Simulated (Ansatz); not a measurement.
This geometry of C2H5FN (9 atoms, charge 1, multiplicity 1) is a first-order saddle point.

Method: RKS PBE0/def2-SVP in Ansatz 0.2.0.

```xyz
9
Properties=species:S:1:pos:R:3
N -0.030 1.263 -0.422
C 0.197 0.012 -0.542
C 0.021 -0.945 0.612
F -1.314 -1.189 0.666
H -0.293 1.681 0.476
H 0.016 1.900 -1.223
H 0.453 -0.358 -1.544
H 0.372 -0.490 1.554
H 0.580 -1.874 0.423
```

(1) Which two structures does it join? (They come from a converged band through this point; their orientation in space is the band's.)

(2) How far does it lie above each of them?

Answers

(1) No bond is made or broken. The dihedral N1–C2–C3–F4 goes from 0 to 169°.

First end point:

```xyz
9
Properties=species:S:1:pos:R:3
N -0.254 1.173 -0.538
C 0.396 0.077 -0.434
C 0.024 -0.919 0.591
F -1.028 -0.470 1.307
H -1.039 1.352 0.100
H -0.026 1.885 -1.233
H 1.235 -0.117 -1.115
H 0.904 -1.105 1.238
H -0.212 -1.876 0.084
```

Last end point:

```xyz
9
Properties=species:S:1:pos:R:3
N -0.075 1.286 -0.456
C 0.110 0.019 -0.516
C -0.022 -0.915 0.632
F 0.011 -2.179 0.180
H -0.358 1.761 0.405
H 0.057 1.881 -1.277
H 0.408 -0.412 -1.484
H -0.957 -0.717 1.192
H 0.827 -0.723 1.323
```

(2) 10.8 kcal/mol above the first and 3.9 kcal/mol above the second. This is the barrier of this one path; another mechanism may lie lower. Limits of this set-up: the dipole of an ion depends on the origin.

Run time: 2.9 min on 1 thread of Intel(R) Xeon(R) Processor @ 2.70GHz (shared host), peak memory 0.16 GiB.
